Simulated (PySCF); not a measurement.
1,4-dimethoxybenzene, C8H10O2.
Numbering: `[CH3:1][O:2][c:3]1[cH:4][cH:5][c:6]([O:7][CH3:8])[cH:9][cH:10]1` (hydrogens: H11, H12, H13 on C1; H14 on C4; H15 on C5; H16, H17, H18 on C8; H19 on C9; H20 on C10)

The same species was optimised twice, with GFN2-xTB and with PBE0-D3(BJ)/def2-SVP (PySCF), and the same property calculations (PySCF, gas phase) were run on both structures.

```
     coordinate  GFN2-xTB  PBE0-D3(BJ)/def2-SVP  change
      O2–C3 (Å)     1.367                 1.354  -0.013
      C6–O7 (Å)     1.367                 1.354  -0.013
     C9–C10 (Å)     1.381                 1.392  +0.011
      C4–C5 (Å)     1.381                 1.391  +0.010
     C3–C10 (Å)     1.391                 1.401  +0.010
      C5–C6 (Å)     1.391                 1.401  +0.010
      O7–C8 (Å)     1.406                 1.397  -0.009
      C1–O2 (Å)     1.406                 1.397  -0.009
      C3–C4 (Å)     1.392                 1.397  +0.005
      C6–C9 (Å)     1.392                 1.397  +0.005
  O2–C3–C10 (°)     125.1                 124.5    -0.6
   C5–C6–O7 (°)     125.1                 124.6    -0.5
   O7–C6–C9 (°)     116.1                 116.6    +0.5
   O2–C3–C4 (°)     116.1                 116.6    +0.5
   C1–O2–C3 (°)     118.3                 118.5    +0.2
   C6–O7–C8 (°)     118.3                 118.5    +0.2
   C3–C4–C5 (°)     121.1                 121.0    -0.1
  C6–C9–C10 (°)     121.1                 121.0    -0.1
C1–O2–C3–C4 (°)       180                   180       0
C5–C6–O7–C8 (°)         0                     0       0
```

Rotational constants: A = 4584, B = 693.3, C = 606.9 MHz (GFN2-xTB) against A = 4541, B = 695.1, C = 607.5 MHz (PBE0-D3(BJ)/def2-SVP). Point groups within 0.08 Å: C2h and C2h. Atoms that the bonding makes alike are paired by their places after alignment.

On the GFN2-xTB structure: HOMO (eV) -5.82 [PBE0/pcSseg-1]; LUMO (eV) -0.17 [PBE0/pcSseg-1]; GIAO shielding of C1/C8 (mean) (ppm) 131.1 [PBE0/pcSseg-1]; GIAO shielding of O2/O7 (mean) (ppm) 241.5 [PBE0/pcSseg-1]; GIAO shielding of C3/C6 (mean) (ppm) 26.7 [PBE0/pcSseg-1]; GIAO shielding of C4/C5/C9/C10 (mean) (ppm) 68.5 [PBE0/pcSseg-1].

Problem. What do these properties become on the PBE0-D3(BJ)/def2-SVP structure?

Solution. 
```tsv
property	level	on GFN2-xTB	on PBE0-D3(BJ)/def2-SVP	change
HOMO (eV)	PBE0/pcSseg-1	-5.82	-5.79	+0.03
LUMO (eV)	PBE0/pcSseg-1	-0.17	-0.22	-0.05
energy, GFN2-xTB geometry as zero (kcal/mol)	PBE0/pcSseg-1	0.0	0.0	0.0
GIAO shielding of C1/C8 (mean) (ppm)	PBE0/pcSseg-1	131.1	130.6	-0.5
GIAO shielding of O2/O7 (mean) (ppm)	PBE0/pcSseg-1	241.5	242.9	+1.4
GIAO shielding of C3/C6 (mean) (ppm)	PBE0/pcSseg-1	26.7	26.6	-0.1
GIAO shielding of C4/C5/C9/C10 (mean) (ppm)	PBE0/pcSseg-1	68.5	66.7	-1.8
```

The heavy atoms differ by 0.009 Å rms after alignment. Among bonds between heavy atoms O2–C3 and C6–O7 change most and about equally (-0.013 Å). Changes are differences of the printed values. Neither structure is proved a minimum here.

Conformer computed: `[CH3:1][O:2][c:3]1[cH:4][cH:5][c:6]([O:7][CH3:8])[cH:9][cH:10]1`: C1–O2–C3–C4 180°, C5–C6–O7–C8 0°.
